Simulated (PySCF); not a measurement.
Working out the ionisation energy of Si

Si [Ne] 3s2 3p2 (3P) → Si⁺ [Ne] 3s2 3p1 (2P). All numbers are calculated (PySCF 2.14, scalar relativity by spin-free X2C-1e, in jorge-DZP-DKH (7s4p1d, 24 functions)). Frozen: [Ne]. Energies in hartree (1 hartree = 27.21139 eV):

```
            part   Si (lower)  Si⁺ (upper)
             UHF  -289.449856  -289.169773
CCSD correlation    -0.064650    -0.053476
             (T)    -0.001059    -0.000675
```

**Question.** What does Hartree-Fock give?

**Answer.** (-289.169773) − (-289.449856) = 0.280083 hartree = 7.621 eV.

**Question.** What do CCSD and CCSD(T) give?

**Answer.** The CCSD correlation energies differ by 0.011174 hartree = 0.304 eV and the triples by 0.000384 hartree = 0.010 eV, so CCSD gives 7.925 eV and CCSD(T) 7.935 eV.

Measured between the centres of the two terms (NIST): 8.157 eV, so CCSD(T) (valence) is off by -0.222 eV.

A double-zeta basis recovers only part of the correlation energy.

What remains against the reference includes basis incompleteness, the frozen core and higher excitations.
